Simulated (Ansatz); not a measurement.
System: rock-salt EuS. Method: HSE06 in Ansatz (plane waves, PAW).

Run with plane-wave cutoff 460 eV, 8×8×8 k mesh, Fermi–Dirac smearing 0.01 eV, spin-polarised with parallel moments, scalar-relativistic PAW data made under PBE.

The cell has the measured lattice: a = b = c = 5.956 Å, α = β = γ = 90.00°.

Task: What does this level give for the band gap, smallest direct gap on the k points sampled, direct gap at Γ and magnetic moment (largest site, within a sphere)?

Result: 
* **band gap**: 0.70 eV (on the SCF k mesh)
* **smallest direct gap on the k points sampled**: 0.95 eV
* **direct gap at Γ**: 2.54 eV
* **magnetic moment (largest site, within a sphere)**: 6.89 μB

Measured, for comparison: band gap 1.65 eV (temperature not stated, no zero-point or thermal correction, compiled measured gap; kind and temperature not stated; as tabulated in Kothakonda et al. (2022), arXiv:2208.02841).

Note: the state of the 4f shell is in doubt; cell and atoms aren't relaxed at this level (pressure 0.4 GPa).

Moments are spin moments.

Spin–orbit coupling is not included.

The computed numbers hold no vibrational or temperature effects.

It cost roughly 4 core-minutes of CPU time.

Ansatz is a quantum-chemistry and plane-wave program.
